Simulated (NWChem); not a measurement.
All runs are NWChem calculations. System: chloromethane (CH$_{3}$Cl), charge 0, spin multiplicity 1, at a geometry optimised with PBE/def2-SVP. Level: MP2/def2-TZVP, 6 core orbitals frozen.

NWChem printed:

```
             Northwest Computational Chemistry Package (NWChem) 7.3.0
             --------------------------------------------------------

                                NWChem Input Module
                                -------------------

 Scaling coordinates for geometry "geometry" by  1.889725989
 (inverse scale =  0.529177249)

 Turning off AUTOSYM since
 SYMMETRY directive was detected!

                             Geometry "geometry" -> ""
                             -------------------------

 Output coordinates in angstroms (scale by  1.889725989 to convert to a.u.)

  No.       Tag          Charge          X              Y              Z
 ---- ---------------- ---------- -------------- -------------- --------------
    1 C                    6.0000    -0.05681800    -1.12787200     0.00000000
    2 Cl                  17.0000     0.03329700     0.66097100     0.00000000
    3 H                    1.0000    -0.59668600    -1.46348300     0.90464700
    4 H                    1.0000    -0.59668600    -1.46348300    -0.90464700
    5 H                    1.0000     0.96822800    -1.54231100     0.00000000

 Effective nuclear repulsion energy (a.u.)      50.9037397874

            Nuclear Dipole moment (a.u.)
            ----------------------------
        X                 Y               Z
 ---------------- ---------------- ----------------
    -0.0000056692    -0.0000037795     0.0000000000

      Symmetry information
      --------------------

 Group name             Cs
 Group number              2
 Group order               2
 No. of unique centers     4

      Symmetry unique atoms

     1    2    3    5


 Summary of "ao basis" -> "" (spherical)
 ------------------------------------------------------------------------------
       Tag                 Description            Shells   Functions and Types
 ---------------- ------------------------------  ------  ---------------------
 *                         def2-tzvp                  on all atoms

 Summary of "ao basis" -> "ao basis" (spherical)
 ------------------------------------------------------------------------------
       Tag                 Description            Shells   Functions and Types
 ---------------- ------------------------------  ------  ---------------------
 C                         def2-tzvp                11       31   5s3p2d1f
 Cl                        def2-tzvp                13       37   5s5p2d1f
 H                         def2-tzvp                 4        6   3s1p

                                 NWChem SCF Module
                                 -----------------

  ao basis        = "ao basis"
  functions       =    86
  atoms           =     5
  closed shells   =    13
  open shells     =     0
  charge          =   0.00
  wavefunction    = RHF
  use symmetry    = T
  symmetry adapt  = T

 Summary of "ao basis" -> "ao basis" (spherical)
 ------------------------------------------------------------------------------
       Tag                 Description            Shells   Functions and Types
 ---------------- ------------------------------  ------  ---------------------
 C                         def2-tzvp                11       31   5s3p2d1f
 Cl                        def2-tzvp                13       37   5s5p2d1f
 H                         def2-tzvp                 4        6   3s1p

      Symmetry analysis of basis
      --------------------------

        a'         57
        a"         29

 Forming initial guess at       0.1s

      Superposition of Atomic Density Guess
      -------------------------------------

 Sum of atomic energies:        -498.64844441

      Non-variational initial energy
      ------------------------------

 Total energy =    -499.321341
 1-e energy   =    -787.702839
 2-e energy   =     237.477758
 HOMO         =      -0.383766
 LUMO         =       0.046061

      Symmetry analysis of molecular orbitals - initial
      -------------------------------------------------

  Numbering of irreducible representations:

     1 a'          2 a"

  Orbital symmetries:

     1 a'          2 a'          3 a'          4 a'          5 a'
     6 a"          7 a'          8 a'          9 a'         10 a"
[...]
 Vector   12  Occ=2.000000D+00  E=-4.343991D-01  Symmetry=a"
              MO Center= -1.7D-02,  4.0D-01,  5.6D-12, r^2= 1.7D+00
   Bfn.  Coefficient  Atom+Function         Bfn.  Coefficient  Atom+Function
  ----- ------------  ---------------      ----- ------------  ---------------
    48      0.517986  2 Cl pz                51      0.368530  2 Cl pz
    45      0.245223  2 Cl pz                39     -0.190269  2 Cl pz

 Vector   13  Occ=2.000000D+00  E=-4.343991D-01  Symmetry=a'
              MO Center=  5.8D-02,  4.0D-01, -2.0D-10, r^2= 1.7D+00
   Bfn.  Coefficient  Atom+Function         Bfn.  Coefficient  Atom+Function
  ----- ------------  ---------------      ----- ------------  ---------------
    46      0.517330  2 Cl px                49      0.368063  2 Cl px
    43      0.244912  2 Cl px                37     -0.190028  2 Cl px

 Vector   14  Occ=0.000000D+00  E= 1.404706D-01  Symmetry=a'
              MO Center= -7.6D-02, -1.5D+00,  1.9D-14, r^2= 5.6D+00
   Bfn.  Coefficient  Atom+Function         Bfn.  Coefficient  Atom+Function
  ----- ------------  ---------------      ----- ------------  ---------------
     5      4.015535  1 C  s                 71     -1.772208  3 H  s
    77     -1.772208  4 H  s                 83     -1.772202  5 H  s
    36     -0.587947  2 Cl s                 50      0.415401  2 Cl py
     3      0.240114  1 C  s                 13     -0.240872  1 C  py
    70      0.233089  3 H  s                 76      0.233089  4 H  s

 Vector   15  Occ=0.000000D+00  E= 1.859249D-01  Symmetry=a'
              MO Center= -2.4D-02, -4.7D-01,  8.4D-17, r^2= 4.8D+00
   Bfn.  Coefficient  Atom+Function         Bfn.  Coefficient  Atom+Function
  ----- ------------  ---------------      ----- ------------  ---------------
    13      1.611875  1 C  py                36     -1.261311  2 Cl s
     5     -1.221021  1 C  s                 50      0.971094  2 Cl py
    71      0.910701  3 H  s                 77      0.910701  4 H  s
    83      0.910733  5 H  s                  4      0.487044  1 C  s
    10      0.245866  1 C  py                 7      0.195724  1 C  py

 Vector   16  Occ=0.000000D+00  E= 2.101747D-01  Symmetry=a'
              MO Center=  7.2D-01, -1.6D+00, -7.9D-09, r^2= 4.8D+00
   Bfn.  Coefficient  Atom+Function         Bfn.  Coefficient  Atom+Function
  ----- ------------  ---------------      ----- ------------  ---------------
    83      3.016181  5 H  s                 12     -1.835023  1 C  px
    71     -1.508103  3 H  s                 77     -1.508103  4 H  s
    82     -0.400727  5 H  s                 49      0.268868  2 Cl px
     6     -0.200142  1 C  px                70      0.200364  3 H  s
    76      0.200364  4 H  s

 center of mass
 --------------
 x =   0.00966312 y =   0.19182464 z =   0.00000000

 moments of inertia (a.u.)
 ------------------
         137.097804434010          -6.312964975418           0.000000000000
          -6.312964975418          12.099563690257           0.000000000000
           0.000000000000           0.000000000000         137.415854637899

  Mulliken analysis of the total density
  --------------------------------------

    Atom       Charge   Shell Charges
 -----------   ------   -------------------------------------------------------
    1 C    6     6.22   0.85  1.12  0.48  0.72  0.03  1.18  1.42  0.30  0.02  0.08  0.01
    2 Cl  17    17.18   2.01  0.45  1.52  1.09  0.85  4.18  1.69  1.08  2.80  1.46  0.01  0.04  0.00
    3 H    1     0.87   0.26  0.48  0.10  0.02
    4 H    1     0.87   0.26  0.48  0.10  0.02
    5 H    1     0.87   0.26  0.48  0.10  0.02

       Multipole analysis of the density wrt the origin
       ------------------------------------------------

     L   x y z        total         open         nuclear
     -   - - -        -----         ----         -------
     0   0 0 0     -0.000000      0.000000     26.000000

     1   1 0 0     -0.041925      0.000000     -0.000006
     1   0 1 0     -0.832238      0.000000     -0.000004
     1   0 0 1      0.000000      0.000000      0.000000

     2   2 0 0    -14.848229      0.000000      6.027068
     2   1 1 0      0.069829      0.000000      3.613251
     2   1 0 1     -0.000000      0.000000      0.000000
     2   0 2 0    -13.465740      0.000000     77.570177
     2   0 1 1     -0.000000      0.000000      0.000000
     2   0 0 2    -14.851756      0.000000      5.845019

                   NWChem MP2 Semi-direct Energy/Gradient Module
                   ---------------------------------------------

  Basis functions       =     86
  Molecular orbitals    =     86
  Frozen core           =      6
  Frozen virtuals       =      0
  Active alpha occupied =      7
  Active beta occupied  =      7
  Active alpha virtual  =     73
  Active beta virtual   =     73
  Use MO symmetry       = T
  Use skeleton AO sym   = T

  AO/Fock/Back tols     =   1.0D-09  1.0D-09  1.0D-09

 GA uses MA = F    GA memory limited = T

 Available:
  local mem=  1.26D+08
 global mem=  1.44D+08
 local disk=  0.00D+00
  mp2_memr nvloc                    73
  nvloc new                    73
   1 passes of   7:        5242880                      40627                   6489753.
   1 passes of   7: M    126149901           G      144164408           F     120907021.

 Semi-direct pass number   1 of   1  for RHF alpha+beta  at        2.5s
  vrange nnbf                  3728
  mp2_eaftype                    24  avail_ma_in_mb                  1099
 EAF : mp2_eaftype filesize          24    3244877.
  mp2_eaf for mointskh                     24
Node 0 wrote     15.2 Mb in      0.0 s     Agg I/O rate:  1697.2 Mb/s
 Done moints_semi at        5.5s
  mp2_eaftype                    24  avail_ma_in_mb                  1075
 EAF : mp2_eaftype filesize          24    3244877.
  mp2_eaf for kh                    24
 Done maket at        5.7s
 Done multipass loop at        5.7s

          -------------------------------------------
          SCF energy                -499.138307968917
          Correlation energy          -0.362128979509
          Singlet pairs               -0.237600494334
          Triplet pairs               -0.124528485176
          Total MP2 energy          -499.500436948426
          -------------------------------------------

          ---------------------------------------------------
                    Spin Component Scaled (SCS) MP2
          Same spin pairs                     -0.083018990117
          Same spin scaling factor             0.333333333333
          Opposite spin pairs                 -0.279109989392
          Opposite spin scaling fact.          1.200000000000
          SCS-MP2 correlation energy          -0.362604983976
          Total SCS-MP2 energy              -499.500912952893
          ---------------------------------------------------

 -----------------------
 Performance information
 -----------------------

 Timer overhead =  2.50D-07 seconds/call

               Nr. of calls         CPU time (s)                 Wall time (s)                GFlops
             ---------------    -------------------     ------------------------------   -------------------
Name         Min   Avg   Max    Min     Avg     Max     Min     Avg     Max   Mx/calls   Min     Max     Sum
mp2: moin     1     1     1    3.1     3.1     3.1      3.1     3.1     3.1     3.1      0.0     0.0     0.0
mp2: make     1     1     1   0.15    0.15    0.15     0.15    0.15    0.15    0.15      0.0     0.0     0.0
mp2: tota     1     1     1    3.3     3.3     3.3      3.3     3.3     3.3     3.3      0.0     0.0     0.0

 The average no. of pstat calls per process was 3.00D+00
 with a timing overhead of 7.49D-07s

 Task  times  cpu:        5.6s     wall:        5.6s

 Total times  cpu:        5.7s     wall:        5.7s
```

Write an NWChem input that would produce this output.

One answer among several that fit: 
```
start mol
memory heap 200 mb stack 900 mb global 1100 mb
geometry units angstroms nocenter noautoz
  C     -0.056818    -1.127872     0.000000
  Cl     0.033297     0.660971     0.000000
  H     -0.596686    -1.463483     0.904647
  H     -0.596686    -1.463483    -0.904647
  H      0.968228    -1.542311     0.000000
  symmetry group Cs
end
basis spherical
  * library def2-tzvp
end
scf
  rhf
  nopen 0
  maxiter 100
  thresh 1e-7
  semidirect memsize 60000000 filesize 0
end
mp2
  freeze core 6
end
task mp2 energy
```
